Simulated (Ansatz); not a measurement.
Reaction (SMILES): CC(N)=O → [NH-]C(C)=O + H+
B3LYP-D3(BJ)/def2-TZVP geometries, fixed; electronic energies without zero-point terms.

Basis-set convergence of the deprotonation energy at PBE with Ansatz (a program for electronic structure). Cartesian d functions, on some or all atoms, in 6-31G**; all else is spherical. The program fits the integrals of some runs and decomposes those of others, by size. Species with rotatable bonds are taken in one conformer. The proton leaves the site shown, which need not be the most acidic. No added dispersion term, no relativity. Functions are those of the species that has most. Reference: the value in aug-pcseg-3, 367.41 kcal/mol, itself unsure by roughly 0.11 kcal/mol (its mean distance from aug-cc-pVQZ, def2-QZVPPD). Deviations are taken from unrounded values.

```tsv
basis	functions	deprotonation energy (kcal/mol)	minus reference (kcal/mol)
3-21G	46	394.57	27.16
6-31G	46	383.83	16.42
6-31G**	85	383.05	15.64
def2-SVPD	123	368.51	1.09
aug-cc-pVDZ	137	365.51	-1.91
aug-pcseg-1	137	364.65	-2.77
def2-TZVP	154	370.82	3.41
jun-cc-pV(T+d)Z	226	367.10	-0.32
def2-TZVPPD	236	367.84	0.43
aug-pcseg-2	299	367.28	-0.13
def2-QZVPP	378	368.87	1.45
aug-pcseg-3	585	367.41	0.00
pcseg-4	709	367.54	0.12
```
